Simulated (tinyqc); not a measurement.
Worked calculation: RHF in the sto-3g basis, for H2O, spin multiplicity 1. One step of it, computed by the program tinyqc.

Problem. Iteration 2: building the Fock matrix. J_ij = sum D_kl (ij|kl), K_ij = sum D_kl (ik|jl); F = H + J - 0.5 K; E = tr D H + tr D J / 2 - 0.25 tr D K + E_nn.

D after iteration 1:
```
            1O 1s      1O 2s    1O 2px     1O 2py     1O 2pz      2H 1s      3H 1s
1O 1s    2.113729  -0.490506  0.000000   0.001871   0.106937   0.002057   0.007021
1O 2s   -0.490506   2.210445  0.000000  -0.015004  -0.617259  -0.204817  -0.211731
1O 2px   0.000000   0.000000  2.000000   0.000000   0.000000   0.000000   0.000000
1O 2py   0.001871  -0.015004  0.000000   0.587674   0.020079   0.535824  -0.537885
1O 2pz   0.106937  -0.617259  0.000000   0.020079   0.957916   0.553282   0.558066
2H 1s    0.002057  -0.204817  0.000000   0.535824   0.553282   0.800821  -0.155647
3H 1s    0.007021  -0.211731  0.000000  -0.537885   0.558066  -0.155647   0.851433
```

core Hamiltonian H = T + V (hartree):
```
             1O 1s      1O 2s     1O 2px     1O 2py     1O 2pz      2H 1s      3H 1s
1O 1s   -32.666534  -7.599932   0.000000  -0.000859  -0.016853  -1.624284  -1.481654
1O 2s    -7.599932  -9.284851   0.000000  -0.008749  -0.201439  -3.540959  -3.319602
1O 2px    0.000000   0.000000  -7.416669   0.000000   0.000000   0.000000   0.000000
1O 2py   -0.000859  -0.008749   0.000000  -7.559223  -0.004789  -1.976145   1.882239
1O 2pz   -0.016853  -0.201439   0.000000  -0.004789  -7.496957  -1.544559  -1.472330
2H 1s    -1.624284  -3.540959   0.000000  -1.976145  -1.544559  -4.941738  -1.360977
3H 1s    -1.481654  -3.319602   0.000000   1.882239  -1.472330  -1.360977  -4.804479
```

Two-electron integrals (ij|kl) in chemists' order, unique and non-zero (hartree):
```
(11|11) 4.785065    (21|11) 0.741380    (21|21) 0.136873    (22|11) 1.118947
(22|21) 0.256633    (22|22) 0.817206    (31|31) 0.024477    (32|31) 0.037809
(32|32) 0.180518    (33|11) 1.115814    (33|21) 0.256684    (33|22) 0.817023
(33|33) 0.880159    (41|41) 0.024477    (42|41) 0.037809    (42|42) 0.180518
(43|43) 0.047444    (44|11) 1.115814    (44|21) 0.256684    (44|22) 0.817023
(44|33) 0.785270    (44|44) 0.880159    (51|51) 0.024477    (52|51) 0.037809
(52|52) 0.180518    (53|53) 0.047444    (54|54) 0.047444    (55|11) 1.115814
(55|21) 0.256684    (55|22) 0.817023    (55|33) 0.785270    (55|44) 0.785270
(55|55) 0.880159    (61|11) 0.159596    (61|21) 0.029211    (61|22) 0.054399
(61|33) 0.054295    (61|41) 0.001077    (61|42) 0.002014    (61|44) 0.054500
(61|51) 0.000809    (61|52) 0.001512    (61|54) 0.000154    (61|55) 0.054410
(61|61) 0.006315    (62|11) 0.382774    (62|21) 0.088866    (62|22) 0.312666
(62|33) 0.307401    (62|41) 0.005328    (62|42) 0.040463    (62|44) 0.317315
(62|51) 0.003999    (62|52) 0.030373    (62|54) 0.007442    (62|55) 0.312987
(62|61) 0.019326    (62|62) 0.147298    (63|31) 0.009365    (63|32) 0.054274
(63|43) 0.008437    (63|53) 0.006333    (63|63) 0.021154    (64|11) 0.218572
(64|21) 0.051408    (64|22) 0.193155    (64|33) 0.184363    (64|41) 0.012070
(64|42) 0.077990    (64|44) 0.207178    (64|51) 0.002031    (64|52) 0.017802
(64|54) 0.010793    (64|55) 0.187710    (64|61) 0.011681    (64|62) 0.110528
(64|64) 0.103147    (65|11) 0.164067    (65|21) 0.038588    (65|22) 0.144989
(65|33) 0.138389    (65|41) 0.002031    (65|42) 0.017802    (65|44) 0.142848
(65|51) 0.010889    (65|52) 0.067637    (65|54) 0.011785    (65|55) 0.153568
(65|61) 0.008768    (65|62) 0.082966    (65|64) 0.061546    (65|65) 0.067353
(66|11) 0.517794    (66|21) 0.122169    (66|22) 0.492392    (66|33) 0.472406
(66|41) 0.009611    (66|42) 0.100143    (66|44) 0.510365    (66|51) 0.007214
(66|52) 0.075171    (66|54) 0.028493    (66|55) 0.493794    (66|61) 0.026815
(66|62) 0.290104    (66|64) 0.248578    (66|65) 0.186591    (66|66) 0.774606
(71|11) 0.145405    (71|21) 0.026622    (71|22) 0.049609    (71|33) 0.049512
(71|41) -0.000983   (71|42) -0.001842   (71|44) 0.049702    (71|51) 0.000738
(71|52) 0.001382    (71|54) -0.000142   (71|55) 0.049619    (71|61) 0.005664
(71|62) 0.017056    (71|64) 0.009409    (71|65) 0.007745    (71|66) 0.023389
(71|71) 0.005246    (72|11) 0.357635    (72|21) 0.083070    (72|22) 0.293341
(72|33) 0.288325    (72|41) -0.004993   (72|42) -0.038315   (72|44) 0.297773
(72|51) 0.003746    (72|52) 0.028748    (72|54) -0.007089   (72|55) 0.293644
(72|61) 0.017482    (72|62) 0.112069    (72|64) 0.057845    (72|65) 0.061491
(72|66) 0.181531    (72|71) 0.016478    (72|72) 0.130924    (73|31) 0.008644
(73|32) 0.050496    (73|43) -0.007938   (73|53) 0.005956    (73|63) 0.015439
(73|73) 0.018548    (74|11) -0.207348   (74|21) -0.048780   (74|22) -0.183923
(74|33) -0.175598   (74|41) 0.011211    (74|42) 0.073211    (74|44) -0.197163
(74|51) -0.001926   (74|52) -0.017043   (74|54) 0.010224    (74|55) -0.178801
(74|61) -0.009804   (74|62) -0.059105   (74|64) -0.015563   (74|65) -0.031694
(74|66) -0.085137   (74|71) -0.010099   (74|72) -0.099715   (74|74) 0.093616
(75|11) 0.155574    (75|21) 0.036600    (75|22) 0.137998    (75|33) 0.131752
(75|41) -0.001926   (75|42) -0.017043   (75|44) 0.136021    (75|51) 0.010089
(75|52) 0.063283    (75|54) -0.011141   (75|55) 0.146067    (75|61) 0.008045
(75|62) 0.062102    (75|64) 0.031367    (75|65) 0.048993    (75|66) 0.110123
(75|71) 0.007577    (75|72) 0.074817    (75|74) -0.056324   (75|75) 0.060808
(76|11) 0.135727    (76|21) 0.031798    (76|22) 0.121300    (76|33) 0.118531
(76|41) -0.000024   (76|42) -0.000288   (76|44) 0.121004    (76|51) 0.002266
(76|52) 0.020427    (76|54) -0.000077   (76|55) 0.124233    (76|61) 0.006838
(76|62) 0.056239    (76|64) 0.036318    (76|65) 0.035659    (76|66) 0.113532
(76|71) 0.006240    (76|72) 0.053388    (76|74) -0.035308   (76|75) 0.034254
(76|76) 0.026447    (77|11) 0.500748    (77|21) 0.118201    (77|22) 0.479017
(77|33) 0.459718    (77|41) -0.009116   (77|42) -0.096740   (77|44) 0.496377
(77|51) 0.006839    (77|52) 0.072585    (77|54) -0.027505   (77|55) 0.480356
(77|61) 0.024818    (77|62) 0.188394    (77|64) 0.086510    (77|65) 0.113053
(77|66) 0.323987    (77|71) 0.023650    (77|72) 0.270411    (77|74) -0.235083
(77|75) 0.176384    (77|76) 0.113532    (77|77) 0.774606
```

nuclear repulsion = 8.73867693 hartree

Give: Coulomb J; exchange K; Fock matrix F; total energy of this density.

Solution.

Coulomb J (hartree):
```
         1O 1s   1O 2s  1O 2px  1O 2py  1O 2pz  2H 1s   3H 1s
1O 1s   17.122   3.219   0.000   0.000  -0.006  0.687   0.626
1O 2s    3.219   8.049   0.000  -0.002   0.059  3.087   2.901
1O 2px   0.000   0.000   8.059   0.000   0.000  0.000   0.000
1O 2py   0.000  -0.002   0.000   8.035   0.002  1.908  -1.823
1O 2pz  -0.006   0.059   0.000   0.002   8.028  1.460   1.392
2H 1s    0.687   3.087   0.000   1.908   1.460  5.041   1.215
3H 1s    0.626   2.901   0.000  -1.823   1.392  1.215   4.946
```

exchange K (hartree):
```
        1O 1s   1O 2s  1O 2px  1O 2py  1O 2pz  2H 1s   3H 1s
1O 1s   9.768   1.636   0.000   0.000   0.008  0.365   0.333
1O 2s   1.636   2.578   0.000   0.001  -0.108  1.071   1.011
1O 2px  0.000   0.000   2.263   0.000   0.000  0.000   0.000
1O 2py  0.000   0.001   0.000   1.633   0.026  0.670  -0.653
1O 2pz  0.008  -0.108   0.000   0.026   1.773  0.553   0.537
2H 1s   0.365   1.071   0.000   0.670   0.553  1.325   0.379
3H 1s   0.333   1.011   0.000  -0.653   0.537  0.379   1.304
```

Fock matrix F (hartree):
```
          1O 1s   1O 2s  1O 2px  1O 2py  1O 2pz   2H 1s   3H 1s
1O 1s   -20.428  -5.199   0.000  -0.001  -0.027  -1.120  -1.022
1O 2s    -5.199  -2.525   0.000  -0.012  -0.088  -0.989  -0.925
1O 2px    0.000   0.000  -0.489   0.000   0.000   0.000   0.000
1O 2py   -0.001  -0.012   0.000  -0.341  -0.015  -0.404   0.386
1O 2pz   -0.027  -0.088   0.000  -0.015  -0.355  -0.361  -0.348
2H 1s    -1.120  -0.989   0.000  -0.404  -0.361  -0.563  -0.336
3H 1s    -1.022  -0.925   0.000   0.386  -0.348  -0.336  -0.510
```

total energy of this density = -74.92812 hartree
